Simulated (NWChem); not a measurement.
System meant: SiH2, triplet; SMILES of the neutral closed-shell parent [SiH2]

NWChem input:

```
start job
memory heap 200 mb stack 900 mb global 1100 mb
geometry units angstroms noautoz
  Si     0.000000     0.000000     0.138415
  H      1.298303     0.000000    -0.625202
  H     -1.298303     0.000000    -0.625202
end
basis spherical
  * library def2-svp
end
dft
  odft
  mult 4
  xc pbe0
  iterations 150
  mulliken
end
task dft energy
```

End of the output:

```
 Summary of "ao basis" -> "" (spherical)
 ------------------------------------------------------------------------------
       Tag                 Description            Shells   Functions and Types
 ---------------- ------------------------------  ------  ---------------------
 *                          def2-svp                  on all atoms

                                 NWChem DFT Module
                                 -----------------

 Summary of "ao basis" -> "ao basis" (spherical)
 ------------------------------------------------------------------------------
       Tag                 Description            Shells   Functions and Types
 ---------------- ------------------------------  ------  ---------------------
 Si                         def2-svp                 8       18   4s3p1d
 H                          def2-svp                 3        5   2s1p

 Summary of "ao basis" -> "ao basis" (spherical)
 ------------------------------------------------------------------------------
       Tag                 Description            Shells   Functions and Types
 ---------------- ------------------------------  ------  ---------------------
 Si                         def2-svp                 8       18   4s3p1d
 H                          def2-svp                 3        5   2s1p

      Symmetry analysis of basis
      --------------------------

        a1         13
        a2          2
        b1          8
        b2          5

  number of electrons :                   16
  multiplicity        :                    4
 ------------------------------------------------------------------------
  no. of electrons and multiplicity not compatible                  16
 ------------------------------------------------------------------------
 ------------------------------------------------------------------------
  current input line :
    18: task dft energy
 ------------------------------------------------------------------------
 ------------------------------------------------------------------------
 There is an error in the input file
 ------------------------------------------------------------------------
 For more information see the NWChem manual at https://nwchemgit.github.io

0: no. of electrons and multiplicity not compatible:Received an Error in Communication
```

Q: Find the fault in this run and fix the input.

A: The program refused the input. Cause: the multiplicity doesn't fit the number of electrons (an even count wants an odd multiplicity, and the reverse). This input runs:
```
start job
memory heap 200 mb stack 900 mb global 1100 mb
geometry units angstroms noautoz
  Si     0.000000     0.000000     0.138415
  H      1.298303     0.000000    -0.625202
  H     -1.298303     0.000000    -0.625202
end
basis spherical
  * library def2-svp
end
dft
  odft
  mult 3
  xc pbe0
  iterations 150
  mulliken
end
task dft energy
```
It converges to -290.36185 Ha (PBE0/def2-SVP, spin-unrestricted).
